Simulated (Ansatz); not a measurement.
**CH4OS (SMILES CSO): single points off equilibrium**

The task here is to estimate one member of a computed series from the others.

The runs use Ansatz 0.2.0, Gaussian basis; single points in def2-TZVPP.

Correlated methods freeze the cores.

## The starting structure

SMILES `CSO`, 7 atoms, charge 0, spin multiplicity 1.

Atoms are counted from 1 here; the program's logs count them from 0.

Bond lengths: C1–S2 1.853 Å, C1–H4 1.216 Å, C1–H5 1.020 Å, C1–H6 1.120 Å, S2–O3 1.652 Å, O3–H7 1.060 Å. Angles: S2–C1–H4 108.5°, S2–C1–H5 109.4°, S2–C1–H6 108.1°, H4–C1–H5 111.4°, H4–C1–H6 107.9°, H5–C1–H6 111.4°, C1–S2–O3 103.2°, S2–O3–H7 108.2°.

As a file:

```xyz
7
CH4OS
C    -0.7265    0.5356   -0.3103
S     1.0605    0.1250   -0.5762
O     1.2628   -1.2636    0.2964
H    -1.3931   -0.4406   -0.5972
H    -0.9786    1.3404   -0.8844
H    -0.8766    0.7474    0.7788
H     1.5730   -0.9984    1.2751
```

Set-up of the first run:

The input, run/in.yaml:

```yaml
crystal:
  periodic: [false, false, false]
  atoms:
    - {symbol: C, position_ang: [-0.726500, 0.535600, -0.310300]}
    - {symbol: S, position_ang: [1.060500, 0.125000, -0.576200]}
    - {symbol: O, position_ang: [1.262800, -1.263600, 0.296400]}
    - {symbol: H, position_ang: [-1.393100, -0.440600, -0.597200]}
    - {symbol: H, position_ang: [-0.978600, 1.340400, -0.884400]}
    - {symbol: H, position_ang: [-0.876600, 0.747400, 0.778800]}
    - {symbol: H, position_ang: [1.573000, -0.998400, 1.275100]}
basis:
  gaussian: {orbitals: def2-TZVPP}
correlation: {method: ccsd_t}
output: {forces: true}
```

The command line of these runs was not kept.

Steps of the session up to this table: CCSD(T)/def2-TZVPP; PBE0-D4/def2-TZVPP; wB97M-V/def2-TZVPP; r2SCAN-D4/def2-TZVPP; PBE-D4/def2-TZVPP; revPBE-D4/def2-TZVPP; LC-wPBE/def2-TZVPP.

One of the session's tables, all rows but one given; the rest of the session is left out.

```
   method  RMS force component (eV/Å)  angle to CCSD(T) forces (°)  dipole (D)
  CCSD(T)                       1.875                    reference        1.99
  PBE0-D4                       1.893                          4.6        2.04
  wB97M-V                           ?                            ?           ?
r2SCAN-D4                       1.840                          1.7        2.03
   PBE-D4                       1.777                          5.3        1.95
revPBE-D4                       1.780                          6.2        1.92
  LC-wPBE                       1.950                          7.0        2.11
```

**Question.** Estimate the row for wB97M-V.

The run gave: RMS force component (eV/Å): 1.886; angle to CCSD(T) forces (°): 3.2; dipole (D): 2.02. In the column «RMS force component (eV/Å)» it lies between CCSD(T) (1.875) and PBE0-D4 (1.893).
